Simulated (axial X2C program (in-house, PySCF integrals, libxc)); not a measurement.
Potential curves of LiCl, with spin–orbit coupling

Calculated with an in-house relativistic program for diatomic molecules. Two-component (2c) means X2C with spin–orbit coupling and atomic mean-field two-electron Coulomb and Gaunt terms. Basis: Cl dyall-av3z [9s8p3d2f], Li dyall-cv3z [7s8p2d] (cores contracted in-house); Gaussian nuclei, density fitting, unrestricted open shells. Masses: Cl 34.969 u, Li 7.016 u.

State: Ω = 0 (closed shell). Energies in eV from the fragments at the same level (Cl + Li). Fits are polynomials in 1 − R0/R over 0.85 to 1.23 times the lowest point R0.

| R (Å) | PBE0 | TPSS | CCSD |
| --- | --- | --- | --- |
| 1.7600 | -4.2702 | -4.3157 |  |
| 1.8409 | -4.5220 | -4.5723 | -4.3675 |
| 1.9016 | -4.6313 | -4.6859 | -4.4945 |
| 1.9623 | -4.6880 | -4.7471 | -4.5666 |
| 2.0230 | -4.7033 | -4.7671 | -4.5955 |
| 2.0938 | -4.6808 | -4.7501 | -4.5865 |
| 2.1646 | -4.6251 | -4.6999 | -4.5424 |
| 2.2556 | -4.5189 | -4.6005 | -4.4486 |
| 2.3669 | -4.3537 | -4.4433 |  |
| 2.5288 | -4.0761 | -4.1765 |  |

Correlated methods: 8 electrons correlated (number of frozen shells: Cl 2 s, 1 p; Li 1 s), 170 virtual spin orbitals or spinors in MP2, 84 natural virtuals in coupled cluster.

The state is a single determinant with fixed occupations, the lowest that a limited PBE0 search found. Closed shells are restricted here (equal orbitals for both partners); the stretched side of such a curve lies too high. De is counted from the lowest determinant-based energies of the atoms at the same level, without counterpoise correction. CCSD ran in a truncated set of natural virtual spinors with an MP2 remainder; without triples it tends to underbind. A 2c atom that is not at its ground J level misses part of its spin–orbit lowering, and De is too large by that part (0.04 eV or less for light atoms). This holds for PBE0, TPSS. Without a current term, density functionals place determinants with orbital angular momentum somewhat too high. Coupled cluster ran on the points near the minimum only. MP2 and coupled cluster on one determinant become unreliable at the stretched end.

**Question.** Fit the PBE0 curve near its minimum: give the equilibrium distance, the harmonic wavenumber and the well depth.

**Answer.** At PBE0, 2c: Re = 2.019 Å, ωe ≈ 644 cm⁻¹, De = 4.70 eV to Cl + Li; Be follows as 0.708 cm⁻¹.

**Question.** What are Re, ωe and De at the TPSS level?

**Answer.** At TPSS, 2c: Re = 2.028 Å, ωe ≈ 632 cm⁻¹, De = 4.77 eV to Cl + Li; Be follows as 0.702 cm⁻¹.

**Question.** Fit the CCSD curve near its minimum: give the equilibrium distance, the harmonic wavenumber and the well depth.

**Answer.** At CCSD, 2c: Re = 2.042 Å, ωe ≈ 631 cm⁻¹, De = 4.60 eV to Cl + Li; Be follows as 0.692 cm⁻¹.
